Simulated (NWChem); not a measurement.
# C3H6F2 (SMILES CC(F)CF) at 4 levels

Wanted: a comparison of 4 runs (HF/STO-3G, HF/3-21G, B3LYP/6-31G*) of C3H6F2. 

The calculation is run with NWChem 7.3.0.

**1. The structure to begin with**

C3H6F2 has 11 atoms, charge 0, and is taken as a singlet. SMILES: `CC(F)CF`. The shape is that of a PBE0-D4/def2-TZVP optimisation. This is one conformer, not always the lowest.

Bond lengths: C1–C2 1.508 Å, C2–F3 1.388 Å, C2–C4 1.504 Å, C4–F5 1.377 Å, C1–H6 1.090 Å, C1–H7 1.093 Å, C1–H8 1.092 Å, C2–H9 1.096 Å, C4–H10 1.095 Å, C4–H11 1.095 Å. Some angles: C1–C2–F3 109.0°, C1–C2–C4 112.2°, F3–C2–C4 108.6°, C2–C4–F5 110.8°, C1–C2–H9 111.2°, F3–C2–H9 106.6°, C4–C2–H9 109.1°, C2–C1–H6 109.8°, C2–C1–H7 110.8°, C2–C1–H8 110.7°.

**2. Energy and gradient at HF/STO-3G (run 1)**

c3h6f2.nw reads:

```
start c3h6f2
memory 2200 mb

geometry units atomic noautosym nocenter noautoz
  C   -1.66862817   0.18783878   1.78616913
  C    0.23508193   1.04558546  -0.15439062
  F    2.19321614   2.29469443   1.06467170
  C    1.32432007  -1.12967828  -1.62478652
  F    2.78243275  -0.27193159  -3.60181799
  H   -2.28448991   1.79599571   2.91754816
  H   -0.84376271  -1.21944027   3.05190769
  H   -3.32478414  -0.63438106   0.87040785
  H   -0.60301161   2.40297574  -1.47474227
  H   -0.20238967  -2.28997012  -2.40146396
  H    2.51579239  -2.28940320  -0.39457481
end

basis "ao basis" spherical bse
  * library STO-3G
end

scf
  singlet
  rhf
  thresh 1e-08
  maxiter 80
  print low
end

task scf gradient
```

The run is started by

```console
$ nwchem c3h6f2.nw > c3h6f2.out
```

Log:

```text
[...]
  functions       =    31
[...]
  wavefunction    = RHF
[...]
         Total SCF energy =   -311.778478803454
      One-electron energy =   -812.126833618747
      Two-electron energy =    309.644940607913
 Nuclear repulsion energy =    190.703414207380
        Time for solution =      1.1s
[...]
                         RHF ENERGY GRADIENTS
    atom               coordinates                        gradient
                 x          y          z           x          y          z
   1 C      -1.668628   0.187839   1.786169    0.028227   0.010198  -0.021975
   2 C       0.235082   1.045585  -0.154391   -0.010413  -0.039927  -0.007816
   3 F       2.193216   2.294694   1.064672   -0.006370  -0.003706  -0.004362
   4 C       1.324320  -1.129678  -1.624787   -0.012651   0.030687   0.025094
   5 F       2.782433  -0.271932  -3.601818   -0.008276  -0.005738   0.010905
   6 H      -2.284490   1.795996   2.917548   -0.000744   0.003798   0.001782
   7 H      -0.843763  -1.219440   3.051908    0.002319  -0.004103   0.004102
   8 H      -3.324784  -0.634381   0.870408   -0.004614  -0.001714  -0.003052
   9 H      -0.603012   2.402976  -1.474742    0.007085   0.001440   0.003382
  10 H      -0.202390  -2.289970  -2.401464    0.002665   0.004740  -0.003465
  11 H       2.515792  -2.289403  -0.394575    0.002771   0.004325  -0.004595
[...]
```

Wall time 1.8 s (1 thread of AMD EPYC 9R45 (Zen 5), shared host); peak memory 0.1 GiB.

**3. Energy and forces at HF/3-21G (run 2)**

run.py reads:

```python
from ase import Atoms
from ase.calculators.nwchem import NWChem

system = Atoms('CCFCFHHHHHH', positions=[
    [-0.883000, 0.099400, 0.945200],
    [0.124400, 0.553300, -0.081700],
    [1.160600, 1.214300, 0.563400],
    [0.700800, -0.597800, -0.859800],
    [1.472400, -0.143900, -1.906000],
    [-1.208900, 0.950400, 1.543900],
    [-0.446500, -0.645300, 1.615000],
    [-1.759400, -0.335700, 0.460600],
    [-0.319100, 1.271600, -0.780400],
    [-0.107100, -1.211800, -1.270800],
    [1.331300, -1.211500, -0.208800],
])

calc = NWChem(
    label='work',
    theory='scf',
    memory='2200 mb',
    basis='3-21G',
    basispar='spherical bse',
    scf={'nopen': '0', 'rhf': None, 'thresh': '1e-08', 'maxiter': '80', 'print': 'low'},
)
system.calc = calc

forces = system.get_forces()
print("Total energy (eV):", round(system.get_potential_energy(), 6))
print("forces (eV/A):")
for s, f in zip(system.symbols, forces):
    print(f"{s:2s} {f[0]:10.5f} {f[1]:10.5f} {f[2]:10.5f}")
```

The run is started by

```console
$ export ASE_NWCHEM_COMMAND="nwchem PREFIX.nwi > PREFIX.nwo"
$ python run.py
```

Log:

```text
Total energy (eV): -8551.053874
forces (eV/A):
C    -0.47951   -0.22744    0.35409
C    -0.65172    0.43729   -0.96442
F     0.73631    0.30447    0.53721
C    -0.53299   -1.24786    0.66062
F     0.57233    0.51849   -0.81319
H     0.12182   -0.25968   -0.14681
H    -0.10752    0.24580   -0.17345
H     0.27367    0.12624    0.14897
H     0.11195   -0.47766    0.28334
H     0.35743    0.27341    0.30941
H    -0.40176    0.30694   -0.19582
```

The calculator wrote work.nwi:

```
title "work"

permanent_dir work

scratch_dir work

start work

geometry units angstrom nocenter noautosym noautoz
  C  -8.8300000000000001e-01 9.9400000000000002e-02 9.4520000000000004e-01
  C  1.2440000000000000e-01 5.5330000000000001e-01 -8.1699999999999995e-02
  F  1.1606000000000001e+00 1.2142999999999999e+00 5.6340000000000001e-01
  C  7.0079999999999998e-01 -5.9780000000000000e-01 -8.5980000000000001e-01
  F  1.4723999999999999e+00 -1.4390000000000000e-01 -1.9059999999999999e+00
  H  -1.2089000000000001e+00 9.5040000000000002e-01 1.5439000000000001e+00
  H  -4.4650000000000001e-01 -6.4529999999999998e-01 1.6150000000000000e+00
  H  -1.7594000000000001e+00 -3.3570000000000000e-01 4.6060000000000001e-01
  H  -3.1909999999999999e-01 1.2716000000000001e+00 -7.8039999999999998e-01
  H  -1.0710000000000000e-01 -1.2118000000000000e+00 -1.2707999999999999e+00
  H  1.3312999999999999e+00 -1.2115000000000000e+00 -2.0880000000000001e-01
end

memory 2200 mb

basis spherical bse noprint
   * library 3-21G
end

scf
  nopen 0
  rhf
  thresh 1e-08
  maxiter 80
  print low
end

task scf gradient
```

work.nwo:

```text
Northwest Computational Chemistry Package (NWChem) 7.3.0
             --------------------------------------------------------

           Job information
           ---------------

    nwchem branch   = 7.3.0
    use scalapack   = T
    input           = work.nwi
    prefix          = work.
    data base       = work/work.db
    status          = startup
    nproc           =        1

           Memory information
           ------------------

    heap     =     72089596 doubles =      550.0 Mbytes
    stack    =     72089601 doubles =      550.0 Mbytes
    global   =    144179200 doubles =     1100.0 Mbytes (distinct from heap & stack)
    total    =    288358397 doubles =     2200.0 Mbytes
    verify   = yes
    hardfail = no

           Directory information
           ---------------------

  0 permanent = work
  0 scratch   = work

                                NWChem Input Module
                                -------------------

                                       work
                                       ----

[... 25 lines left out ...]
            Nuclear Dipole moment (a.u.)
[... 59 lines left out ...]
                                       work

  ao basis        = "ao basis"
  functions       =    57
  atoms           =    11
  closed shells   =    21
  open shells     =     0
  charge          =   0.00
  wavefunction    = RHF
  input vectors   = atomic
  output vectors  = work/work.movecs
  use symmetry    = F
  symmetry adapt  = F

 Forming initial guess at       0.0s

 Starting SCF solution at       0.1s

       Final RHF  results
       ------------------

         Total SCF energy =   -314.245436304890
      One-electron energy =   -812.583320580908
      Two-electron energy =    307.634456369634
 Nuclear repulsion energy =    190.703427906384

        Time for solution =      1.4s

                              NWChem Gradients Module
                              -----------------------

                         RHF ENERGY GRADIENTS

    atom               coordinates                        gradient
                 x          y          z           x          y          z
   1 C      -1.668628   0.187839   1.786169    0.009325   0.004423  -0.006886
   2 C       0.235082   1.045585  -0.154391    0.012674  -0.008504   0.018755
   3 F       2.193216   2.294694   1.064672   -0.014319  -0.005921  -0.010447
[... 7 lines of this table left out ...]
  11 H       2.515792  -2.289403  -0.394575    0.007813  -0.005969   0.003808

 Task  times  cpu:        1.6s     wall:        1.6s
 Total times  cpu:        1.6s     wall:        1.6s
```

Run time: 2.4 s. Hardware: 1 thread of AMD EPYC 9R45 (Zen 5), shared host; peak memory 0.1 GiB.

Run 3 isn't shown in full; the table further down has it.

**4. Energy and forces at B3LYP/6-31G(d) (Cartesian functions) (run 4)**

mymol.nw reads:

```
start mymol
title "C3H6F2"
memory 2200 mb

geometry units angstroms noautosym nocenter noautoz
   C     -0.883000     0.099400     0.945200
   C      0.124400     0.553300    -0.081700
   F      1.160600     1.214300     0.563400
   C      0.700800    -0.597800    -0.859800
   F      1.472400    -0.143900    -1.906000
   H     -1.208900     0.950400     1.543900
   H     -0.446500    -0.645300     1.615000
   H     -1.759400    -0.335700     0.460600
   H     -0.319100     1.271600    -0.780400
   H     -0.107100    -1.211800    -1.270800
   H      1.331300    -1.211500    -0.208800
end

basis
   * library 6-31G*
end

dft
   xc b3lyp
   mult 1
   grid xfine
   convergence energy 1e-08
   iterations 100
   mulliken
end

task dft gradient
```

The run is started by

```console
$ nwchem mymol.nw > mymol.out
```

Log (excerpt; [...] marks lines left out):

```text
[...]
          Wavefunction type:  closed shell.
          No. of atoms     :    11
          No. of electrons :    42
[...]
          Charge           :     0
          Spin multiplicity:     1
[...]
          AO basis - number of functions:    87
[...]
              XC Information
              --------------
                         B3LYP Method XC Potential
                     Hartree-Fock (Exact) Exchange  0.200
                        Slater Exchange Functional  0.800 local
                    Becke 1988 Exchange Functional  0.720 non-local
              Lee-Yang-Parr Correlation Functional  0.810
                  VWN I RPA Correlation Functional  0.190 local
[...]
 d= 0,ls=0.0,diis     1   -317.4976713974 -5.08D+02  1.73D-02  9.83D-01     2.5
[...]
 d= 0,ls=0.0,diis    10   -317.6001923614 -8.85D-10  1.37D-07  3.41D-10    22.1
         Total DFT energy =     -317.600192361413
      One electron energy =     -815.411228872189
           Coulomb energy =      346.619131818231
    Exchange-Corr. energy =      -39.511523213839
 Nuclear repulsion energy =      190.703427906384
[...]
      Total Density - Mulliken Population Analysis
     ---------------------------------------------
[...]
  wavefunction    = closed shell
                         DFT ENERGY GRADIENTS
    atom               coordinates                        gradient
                 x          y          z           x          y          z
   1 C      -1.668628   0.187839   1.786169    0.003451   0.000303  -0.002540
   2 C       0.235082   1.045585  -0.154391    0.001556  -0.003150   0.003039
   3 F       2.193216   2.294694   1.064672   -0.006096  -0.002983  -0.003907
   4 C       1.324320  -1.129678  -1.624786    0.000291   0.005075   0.000969
   5 F       2.782433  -0.271932  -3.601818   -0.004579  -0.003734   0.005828
   6 H      -2.284490   1.795996   2.917548    0.000755  -0.001496  -0.001647
   7 H      -0.843763  -1.219440   3.051907   -0.000597   0.001360  -0.001610
   8 H      -3.324784  -0.634381   0.870408    0.002170   0.001193   0.000339
   9 H      -0.603012   2.402976  -1.474742    0.001526  -0.000054   0.001610
  10 H      -0.202390  -2.289970  -2.401464    0.001433   0.002044  -0.000120
  11 H       2.515792  -2.289403  -0.394575    0.000089   0.001441  -0.001962
[...]
```

It took 26 s on 1 thread of AMD EPYC 9R45 (Zen 5), shared host; peak memory 0.16 GiB.

**5. The series**

```
run                               level  iteration cap  module  energy (Eh)  largest force (eV/Å)  wall time
  1                           HF/STO-3G             80     scf  -311.778479                 2.160      1.8 s
  2                            HF/3-21G             80     scf  -314.245436                 1.509      2.4 s
  3  B3LYP/6-31G* (spherical functions)            100     dft  -317.595858                 0.398       25 s
  4  B3LYP/6-31G* (Cartesian functions)            100     dft  -317.600192                 0.427       26 s
```

**6. What came out**

```
                       quantity          value
            run 4: total energy  -317.60019 Eh
           run 4: dipole moment         2.60 D
             run 4: HOMO energy       -8.57 eV
             run 4: LUMO energy        2.39 eV
           run 4: HOMO–LUMO gap       10.96 eV
run 4: largest force on an atom     0.427 eV/Å
```

In run 1 the basis is minimal, so the values are rough. All runs together took 55 s, the longest 26 s.
